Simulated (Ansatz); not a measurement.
Relaxation of C$_{3}$H$_{6}$OS (11 atoms, charge 0, multiplicity 1), to a largest force component of 0.015 eV/Å in at most 40 steps.

Method: RHF/def2-SVP in Ansatz.

```xyz
11
Properties=species:S:1:pos:R:3
S -1.709 1.016 -0.052
C -0.088 0.460 0.342
C 0.844 0.549 -0.860
O 1.881 1.272 -0.012
C 0.811 1.573 0.935
H -1.405 2.215 -0.682
H -0.023 -0.500 0.909
H 0.570 1.088 -1.690
H 1.278 -0.478 -1.169
H 1.171 1.340 1.937
H 0.449 2.574 0.846
```

Where does it end, and by what steps?

The forces met the threshold. After 6 steps the energy has fallen by 0.856 eV; H7 moved furthest, 0.18 Å.

```
step  energy less start (eV)  largest force component (eV/Å)  accepted
   0                  0.0000                           4.927       yes
   1                 -0.7126                           1.720       yes
   2                 -0.8373                           0.768       yes
   3                 -0.8413                           0.668       yes
   4                 -0.8460                           0.424       yes
   5                 -0.8562                           0.045       yes
   6                 -0.8563                           0.013       yes
```

```xyz
11
Properties=species:S:1:pos:R:3
S -1.812 1.008 -0.031
C -0.097 0.548 0.296
C 0.943 0.519 -0.835
O 1.832 1.299 -0.068
C 0.879 1.543 0.942
H -1.572 2.151 -0.680
H -0.157 -0.395 0.837
H 0.630 1.027 -1.750
H 1.353 -0.458 -1.092
H 1.244 1.288 1.938
H 0.533 2.579 0.945
```

Whether the end is a true minimum wasn't checked by a vibrational analysis.

Run time: 13 s on 1 thread of Intel(R) Xeon(R) 6975P-C (Granite Rapids), on a shared host, peak memory 0.23 GiB.
